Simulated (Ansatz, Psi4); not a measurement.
## Worked example: vertical energy of the triplet above the singlet of C2H4 (ethylene)

C2H4 has 6 atoms, charge 0, and is taken as a singlet. As SMILES, `C=C`. Geometry: relaxed at PBE0-D4/def2-TZVP.

| atom | x (Å) | y (Å) | z (Å) |
| --- | --- | --- | --- |
| C | -0.0874 | -0.6399 | -0.1428 |
| C | 0.0875 | 0.6399 | 0.1428 |
| H | 0.0320 | -1.4127 | 0.6089 |
| H | -0.3574 | -0.9691 | -1.1405 |
| H | -0.0321 | 1.4127 | -0.6089 |
| H | 0.3575 | 0.9691 | 1.1405 |

Both states at this one shape; open shells run unrestricted unless said. 1 Eh = 27.2114 eV.

| level | program | singlet C2H4 (Eh) | triplet C2H4 (Eh) |
| --- | --- | --- | --- |
| M06-L/def2-TZVP | Psi4 | -78.602093 | -78.437971 |
| CAM-B3LYP/def2-TZVP | Psi4 | -78.567761 | -78.403322 |
| B2PLYP/def2-TZVP, 2 core orbitals frozen | Ansatz | -78.536305 | -78.367627 |
| BCCD(T)/def2-TZVP, 2 core orbitals frozen | Ansatz | -78.429260 | -78.257990 |

Problem. Work out the vertical gap, second state less first, at each level.

Solution. 
1. M06-L/def2-TZVP: -78.437971 − (-78.602093) = 0.164122 Eh = 4.47 eV.
2. CAM-B3LYP/def2-TZVP: -78.403322 − (-78.567761) = 0.164439 Eh = 4.47 eV.
3. B2PLYP/def2-TZVP: -78.367627 − (-78.536305) = 0.168678 Eh = 4.59 eV.
4. BCCD(T)/def2-TZVP: -78.257990 − (-78.429260) = 0.171270 Eh = 4.66 eV.

No measured value is set beside it here; the levels span 4.47 to 4.66 eV.
